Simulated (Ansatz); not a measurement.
Geometry optimisation, Ansatz, RKS PBE/6-31G*.

Input:

```yaml
crystal:
  periodic: [false, false, false]
  atoms:
    - { symbol: Si, position_ang: [-0.111725, 0.193516, 0.151639] }
    - { symbol: "N", position_ang: [-0.075427, 0.318614, 1.936898] }
    - { symbol: H, position_ang: [-0.841191, -0.081319, 2.483366] }
    - { symbol: H, position_ang: [0.818575, 0.157639, 2.401933] }
    - { symbol: H, position_ang: [1.307505, 0.36211, -0.291359] }
    - { symbol: H, position_ang: [-0.938826, 1.303252, -0.428178] }
    - { symbol: H, position_ang: [-0.666548, -1.094722, -0.393109] }
    - { symbol: H, position_ang: [1.182633, -2.027878, 0.881644] }
    - { symbol: H, position_ang: [0.974204, -1.633412, 1.436667] }
basis:
  gaussian: { orbitals: "6-31G*" }
hamiltonian:
  xc: pbe
relax:
  f_tol: 0.03
  max_steps: 50
```

Run as:

```bash
$ ansatz run input.yaml --threads 1 --pin off --max-ram 2048MiB --backend cpu --events-out ev --progress --plain --runs-dir out
```

Task: Where does it end, and by what steps?

Result: The forces met the threshold. The force dipped under the threshold on the way, but the program's further checks kept it going. After 22 steps the energy has fallen by 0.296 eV; H8 moved furthest, 1.59 Å.

```
step  energy less start (eV)  largest force component (eV/Å)  accepted
   0                  0.0000                           1.222       yes
   1                 -0.1517                           0.450       yes
   2                 -0.2128                           0.282       yes
   3                 -0.2469                           0.206       yes
   4                 -0.2684                           0.208       yes
   5                 -0.2785                           0.148       yes
   6                 -0.2828                           0.075       yes
   7                 -0.2784                           0.532        no
   8                 -0.2854                           0.059       yes
   9                 -0.2874                           0.084       yes
  10                 -0.2878                           0.252       yes
  11                 -0.2897                           0.079       yes
  12                 -0.2908                           0.032       yes
  13                 -0.2927                           0.054       yes
  14                 -0.2934                           0.083       yes
  15                 -0.2943                           0.052       yes
  16                 -0.2949                           0.008       yes
  17                 -0.2954                           0.039       yes
  18                 -0.2951                           0.171        no
  19                 -0.2959                           0.027       yes
  20                 -0.2958                           0.074        no
  21                 -0.2963                           0.027       yes
  22                 -0.2965                           0.029       yes
```

```xyz
9
Properties=species:S:1:pos:R:3
Si -0.220 0.611 -0.009
N 0.164 0.342 1.675
H -0.491 -0.203 2.240
H 1.123 0.090 1.917
H 0.790 1.583 -0.545
H -1.598 1.204 -0.068
H -0.215 -0.586 -0.933
H 1.177 -3.112 2.047
H 0.920 -2.431 1.855
```

The run took 27 s on 1 thread of Arm Neoverse V2 (shared host), peak memory 0.1 GiB.
